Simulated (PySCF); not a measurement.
**What binds AlH⁺: the parts of the energy along the bond**

State: ²Σ⁺, doublet, unpaired electrons σ ↑. ROHF-based CCSD(T) in PySCF 2.14 with Al aug-cc-pV(T+d)Z, H aug-cc-pVTZ and Al aug-cc-pV(Q+d)Z, H aug-cc-pVQZ (frozen core orbitals: 5; no relativity). Correlation energies are extrapolated as n⁻³ (n = 3, 4), Hartree–Fock as (n+1)·exp(−9√n). CV is the change on freezing 1 orbitals instead, in Al cc-pwCVTZ, H cc-pVTZ. SR is the spin-free X2C energy in Al cc-pVTZ-DK, H cc-pVTZ-DK less the non-relativistic one in Al cc-pVTZ, H cc-pVTZ. All energies in eV from Al⁺ + H.

```tsv
R (Å)	HF/CBS	CCSD corr.	(T)	CV	SR	total
1.4316	-0.413	-0.238	-0.0199	0.0418	0.0145	-0.615
1.4967	-0.528	-0.262	-0.0215	0.0460	0.0148	-0.751
1.5617	-0.562	-0.291	-0.0233	0.0482	0.0148	-0.813
1.6268	-0.532	-0.327	-0.0253	0.0487	0.0145	-0.821
1.6919	-0.456	-0.370	-0.0275	0.0478	0.0140	-0.792
1.7732	-0.313	-0.435	-0.0305	0.0448	0.0129	-0.721
1.8546	-0.139	-0.510	-0.0331	0.0402	0.0115	-0.631
```

A fit to the total gives Re = 1.6058 Å, De = 0.823 eV, ωe = 1673.6 cm⁻¹, Be = 6.729 cm⁻¹ (masses 26.9815 and 1.0078 u).

At R = 1.6268 Å the CCSD correlation energy is -0.050437 hartree in the smaller basis and -0.051708 in the larger. Extrapolate it.

(4³·E4 − 3³·E3)/(4³ − 3³) = -0.05264 hartree; the larger basis holds 98.2 % of it.

The T1 diagnostic is 0.050, large enough to doubt a single reference. The state was picked by a PBE0 search and need not be the measured ground state. Spin–orbit coupling, excitations beyond (T) and corrections to the Born–Oppenheimer picture are left out.
